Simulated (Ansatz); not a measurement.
in.yaml

```yaml
crystal:
  periodic: [false, false, false]
  atoms:
    - {symbol: O, position_ang: [0.000000, 0.000000, 0.000000]}
    - {symbol: O, position_ang: [0.000000, 0.000000, 1.192971]}
basis:
  gaussian: {orbitals: 6-31G}
correlation: {method: fci, electrons: outside_noble_gas}
```

```sh
$ ansatz run in.yaml --threads 1 --pin off --events-out ev --progress --plain --max-ram 2393MiB
```

Output:

```
272 factors; integrals over basis functions are off by at most 3.9e-8 eV
mean field evaluation 1: about -4066.5763 eV, gradient 1.4e1 eV
mean field evaluation 2: about -4066.5970 eV, gradient 1.4e1 eV
mean field evaluation 4: about -4067.0611 eV, gradient 1.0e0 eV
mean field evaluation 8: about -4067.0607 eV, gradient 6.3e-4 eV
mean field evaluation 16: about -4067.0607 eV, gradient 5.2e-3 eV
mean field -4067.06070980 eV, -149.4617243324 hartree, gradient 7.8e-6 eV, S^2 0.000000; 2 other end points of the search recorded, 0 dependent functions left out; unrestricted orbitals would lower it
mean field evaluation 32: about -4066.9808 eV, gradient 1.4e1 eV
unrestricted determinant -4068.53432749 eV, -149.5158787836 hartree, S^2 1.0119
2 core orbitals not correlated: weight in the atoms' cores, before any rotation towards them, 1.000 or more for the frozen orbitals, at most 0.000 for the correlated occupied ones
reference -4067.06070980 eV, -149.4617243324 hartree; 6, 6 occupied and 10, 10 virtual orbitals, 272 factors
state -4074.66055446 eV, -149.7410134724 hartree
Total energy: -4074.66055446 eV, -149.7410134724 hartree
```

Natural occupations: 1.9909 1.9868 1.9534 1.9358 1.9358 1.0422 1.0422 0.0449 0.0131 0.0131 0.0114 0.0087 0.0087 0.0083 0.0039 0.0010.

Ran on 1 thread of Arm Neoverse V1, shared host: 1.9 min wall, 0.84 GiB peak host memory.
